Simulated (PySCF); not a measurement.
methanol (CH4O), SMILES CO. Atoms are numbered in the order given.

```xyz
6

C     -0.0200     0.6641     0.0000
O      0.1223    -0.7474     0.0000
H     -0.5456     1.0252     0.8926
H      0.9863     1.0847     0.0000
H     -0.5456     1.0252    -0.8926
H     -0.7537    -1.1408     0.0000
```
Charge 0, spin multiplicity 1.

Geometry: ωB97X-D3(BJ)/def2-TZVP.

The numbers are results of r2SCAN/def2-TZVPD in PySCF, not measurements.

ESP charges are fitted to the potential on shells at 1.4 to 2.0 van der Waals radii. Atomic charges (e):

```json
[
 {"atom": "C1", "IAO": "-0.21", "ESP fit": "0.01"},
 {"atom": "O2", "IAO": "-0.57", "ESP fit": "-0.57"},
 {"atom": "H3", "IAO": "0.13", "ESP fit": "0.03"},
 {"atom": "H4", "IAO": "0.16", "ESP fit": "0.10"},
 {"atom": "H5", "IAO": "0.13", "ESP fit": "0.03"},
 {"atom": "H6", "IAO": "0.36", "ESP fit": "0.39"}
]
```
